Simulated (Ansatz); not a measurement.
# Si2P (doublet): the correlation ladder, def2-TZVPP

An exercise on one series of results from a longer session: the logs are not shown, and one member is left open.

Program: Ansatz 0.2.0, Gaussian basis. Level of theory: def2-TZVPP, core rule «outside noble gas», up to 15 orbitals frozen. These are calculated values, not measurements.

To be run: UHF; ROHF; CCSD(T) on UHF.

2 further runs of the same task are left out: 2 set aside as unsound or not needed.

## The geometry

The geometry is a PBE0/def2-TZVP stationary point (not a proven minimum).

3 atoms, charge 0, spin multiplicity 2.

Atoms are counted from 1 here; the program's logs count them from 0.

Bond lengths: Si1–P2 2.098 Å, P2–Si3 2.098 Å. Angles: Si1–P2–Si3 117.5°.

The first run:

in.yaml

```yaml
crystal:
  periodic: [false, false, false]
  atoms:
    - {symbol: Si, position_ang: [0.000000, -0.386578, 1.794001]}
    - {symbol: P, position_ang: [0.000000, 0.701061, 0.000000]}
    - {symbol: Si, position_ang: [0.000000, -0.386578, -1.794001]}
basis:
  gaussian: {orbitals: def2-TZVPP}
magnetization: {spin_polarized: true, initial_magnetization: 1}
hamiltonian: {xc: hf}
output: {orbitals: {seedname: orbitals}}
```

Command:

```
$ ansatz run in.yaml --threads 1 --pin off --events-out ev --progress --plain --max-ram 4096MiB --backend cpu
```

Among the steps run: UHF; ROHF; CCSD(T) on UHF.

One of the session's tables, all rows but one given; the rest of the session is left out.

| method | from UCCSD(T) (meV) |
| --- | --- |
| ROHF | +10628.9 |
| UHF | +10121.6 |
| UMP2 | ? |
| UCCSD | +698.9 |
| UCCSD(T) | 0 |

Q: Estimate the row for UMP2 from the others.

As computed: from UCCSD(T) (meV): +1896.9. In the column «from UCCSD(T) (meV)» it lies between UCCSD (+698.9) and UHF (+10121.6).

With the free atoms at the same levels and basis (separate runs), the atomisation energy is 6.521 eV at UCCSD(T), 3.170 eV at ROHF.
